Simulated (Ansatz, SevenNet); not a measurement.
Volume per atom (Å³/atom) along a series of related solids, from the machine-learned potential SevenNet-0 (trained on PBE and PBE+U data); PBE-D4 in Ansatz (PAW); r²SCAN+rVV10 (Ansatz, a program for electronic structure, plane waves, PAW).

| solid | SevenNet-0 | PBE-D4 | r²SCAN+rVV10 | measured |
|---|---|---|---|---|
| double-hcp La | 37.08 | 35.25 | 36.03 | – |
| hcp Hf | 22.49 | 22.22 | 22.09 | 22.30¶ |
| hcp Re | 15.09 | 14.67 | 14.59 | 14.62¶ |
| hcp Os | 14.36 | 14.02 | 13.91 | 13.85¶ |

r²SCAN+rVV10 less measured, from the printed values: hcp Hf -0.9 %, hcp Re -0.2 %, hcp Os +0.4 %.

A member of the series is missing where a level wasn't run or failed, where a doubt is noted on the run or the magnetic state, for phases of high temperature or layered ones, and where values are held back for tests.

Ansatz's runs of these crystals have no spin polarisation.

Spin–orbit coupling is left out, also for the solids with elements from indium on (double-hcp La, hcp Hf, hcp Re, hcp Os); its size isn't shown.

A dash: no measured value is used.

Ansatz's density-functional and Hartree–Fock values are scalar-relativistic unless marked +SOC, with PAW data made under PBE.

Measured values are for low temperature or corrected to a static lattice. References as tabulated in Lejaeghere et al. (2013), arXiv:1204.2733.

¶ marks references of a special kind: hcp Hf, 22.30 Å³/atom (measured, copied from a table, unchecked, extrapolated to 0 K and zero-point effects removed; as tabulated in Lejaeghere et al. (2013), arXiv:1204.2733); hcp Re, 14.62 Å³/atom (measured, copied from a table, unchecked, extrapolated to 0 K and zero-point effects removed; as tabulated in Lejaeghere et al. (2013), arXiv:1204.2733); hcp Os, 13.85 Å³/atom (measured, copied from a table, unchecked, extrapolated to 0 K and zero-point effects removed; as tabulated in Lejaeghere et al. (2013), arXiv:1204.2733).

Machine-learned potentials (SevenNet-0) are trained on DFT data: a solid inside that data is no test of them.
